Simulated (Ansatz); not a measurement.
How methods differ on BH3F− (SMILES [BH3-]F)

BH3F−: 5 atoms, total charge -1, spin state singlet. SMILES: `[BH3-]F`. The shape is that of a GFN2-xTB optimisation.

```xyz
5

B    -0.0357    0.0293   -0.0339
F     0.8556   -0.7179    0.8270
H    -1.0673    0.2642    0.5881
H    -0.2746   -0.6513   -1.0275
H     0.5221    1.0757   -0.3536
```

Each level gives the energy change with the B1–H5 bond stretched from 1.228 to 1.535 Å (eV). The values are calculated.

```tsv
level	kind	program	value (eV)	less FCI/STO-3G
HF/STO-3G (restricted)	Hartree–Fock	Ansatz	1.11	+0.29
PBE/STO-3G (restricted)	GGA	Ansatz	0.71	-0.11
r2SCAN/STO-3G (restricted)	meta-GGA	Ansatz	0.80	-0.02
r2SCAN0/STO-3G (restricted)	hybrid meta-GGA	Ansatz	0.91	+0.09
B2PLYP/STO-3G (restricted)	double hybrid	Ansatz	0.87	+0.05
RPA@PBE/STO-3G (restricted)	RPA	Ansatz	0.74	-0.08
CCSDT(Q)/STO-3G (restricted)	coupled cluster or CI	Ansatz	0.82	0.00
CCSDT/STO-3G (restricted)	coupled cluster or CI	Ansatz	0.82	0.00
FCI/STO-3G	exact in the basis	Ansatz	0.82	0.00
```

FCI/STO-3G is exact within its basis and frozen core, so for wave-function methods in that basis the difference is their error; functionals converge differently with the basis, so for them it is only a difference. Sets without diffuse functions describe the anion poorly. The first shape isn't each level's own minimum. The values span 0.71 to 1.11 eV. All rows use very small basis sets, so none should be taken for the real molecule's value.
